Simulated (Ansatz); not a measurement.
Two structures, one formula

Two relaxed structures of SiHS₂, doublet (PBE0-D4/def2-TZVP; forces vanish, vibrations not checked).

A:

```
4
angstrom
Si -1.5562 -0.2230 -0.5746
S -0.3230 1.3501 0.4276
S 0.7859 -0.1095 -0.4957
H 1.0378 -0.9281 0.5511
```

B:

Si1  (0.641, -0.166, -0.397)
S2  (-0.427, 1.462, 0.391)
S3  (-1.451, -0.169, -0.582)
H4  (1.237, -1.127, 0.588)
(Å)

Program: Ansatz 0.2.0. Basis: def2-TZVPP. Cores are frozen in the correlated methods; orbitals are unrestricted. B3LYP uses VWN-RPA correlation.

Question: Which structure is lower at CCSD(T), and by how much? (Judge from chemistry; the value comes from the calculation.)

Answer: Computed: B, by 0.529 eV (electronic energy, against the other). By their contacts, A is SiHS₂ ([Si]1[S][SH]1) and B is SiHS₂ ([SiH]1[S][S]1).

All methods give the same order:

```
   method  E(B) − E(A) (eV)
   PBE-D4            -0.480
r2SCAN-D4            -0.624
  PBE0-D4            -0.517
 B3LYP-D4            -0.518
  wB97M-V            -0.486
       HF            -0.645
      MP2            -0.627
     CCSD            -0.528
  CCSD(T)            -0.529
```

The T1 diagnostic stays at or below 0.020. ⟨S²⟩ of the unrestricted Hartree–Fock references: 0.76 to 0.78 (a pure state has 0.75).

Labels in which every atom is bracketed show which atoms are joined, not bond orders.

For scale, one of the runs: CCSD(T)/def2-TZVPP, 140 basis functions, launched by `ansatz run in.yaml --threads 2 --pin off --events-out ev --progress --plain --max-ram 4352MiB`. Time: 41 s of wall clock on 2 CPU threads of an Arm Neoverse V1; the host was shared. Peak host memory: 1.5 GiB.
